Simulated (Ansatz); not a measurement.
in.yaml

```yaml
crystal:
  periodic: [false, false, false]
  atoms:
    - {symbol: C, position_ang: [-0.020891, 1.130222, 0.029943]}
    - {symbol: Ge, position_ang: [-0.021724, -0.114326, 1.413918]}
    - {symbol: Ge, position_ang: [0.026240, -0.055016, -1.418952]}
    - {symbol: H, position_ang: [-0.076537, -1.263684, 0.005979]}
basis:
  gaussian: {orbitals: cc-pVDZ}
magnetization: {spin_polarized: false, initial_magnetization: 1}
correlation: {method: ccsd_t, electrons: outside_noble_gas}
```

```sh
$ ansatz run in.yaml --threads 1 --pin off --events-out ev --progress --plain --max-ram 2393MiB
```

The program prints:

```
834 factors; integrals over basis functions are off by at most 1.3e-3 eV
mean field evaluation 1: about -113986.1001 eV, gradient 2.1e1 eV
mean field evaluation 2: about -113986.1078 eV, gradient 2.1e1 eV
mean field evaluation 4: about -113988.0795 eV, gradient 3.1e0 eV
mean field evaluation 8: about -113988.2155 eV, gradient 2.9e-3 eV
mean field evaluation 16: about -113988.2052 eV, gradient 2.7e-1 eV
mean field evaluation 32: about -113986.1533 eV, gradient 3.3e0 eV
mean field evaluation 64: about -113986.4978 eV, gradient 4.1e-1 eV
mean field evaluation 96: about -113987.0905 eV, gradient 3.2e0 eV
mean field evaluation 128: about -113983.7522 eV, gradient 2.8e0 eV
mean field -113988.21550615 eV, -4188.9896558633 hartree, gradient 3.4e-6 eV, S^2 0.750000; 6 other end points of the search recorded, 0 dependent functions left out
mean field evaluation 160: about -113987.1542 eV, gradient 4.9e0 eV
determinant -113988.21550615 eV, -4188.9896558633 hartree, with singles and doubles -113996.47622519 eV, -4189.2932316891 hartree
determinant -113986.49921745 eV, -4188.9265834172 hartree, with singles and doubles -113994.49285226 eV, -4189.2203440780 hartree
determinant -113986.03335939 eV, -4188.9094634491 hartree, with singles and doubles -113994.65247706 eV, -4189.2262101812 hartree
29 core orbitals not correlated: weight in the atoms' cores, before any rotation towards them, 0.999 or more for the frozen orbitals, at most 0.002 for the correlated occupied ones
reference -113988.21550615 eV, -4188.9896558633 hartree; 7, 6 occupied and 37, 38 virtual orbitals, 834 factors
second order -7.33347910 eV of doubles, -0.07013677 eV of singles
cycle   1  -8.26038006 eV  change    3.4e-4 eV  update   1.9e-3
cycle   2  -8.26137059 eV  change   -9.9e-4 eV  update   1.4e-3
cycle   3  -8.26053223 eV  change    8.4e-4 eV  update   6.5e-4
cycle   4  -8.26118691 eV  change   -6.5e-4 eV  update   3.6e-4
cycle   5  -8.26164186 eV  change   -4.5e-4 eV  update   1.3e-4
cycle   6  -8.26163349 eV  change    8.4e-6 eV  update   8.8e-5
cycle   7  -8.26150656 eV  change    1.3e-4 eV  update   5.9e-5
cycle   8  -8.26149393 eV  change    1.3e-5 eV  update   3.1e-5
cycle   9  -8.26150823 eV  change   -1.4e-5 eV  update   1.9e-5
cycle  10  -8.26152255 eV  change   -1.4e-5 eV  update   9.0e-6
perturbative correction -0.46812626 eV, -0.0172033228 hartree
Total energy: -113996.94515496 eV, -4189.3104645401 hartree
```

Ran on 1 thread of Intel Xeon Platinum 8488C, shared host: 13 s wall, 0.21 GiB peak host memory.
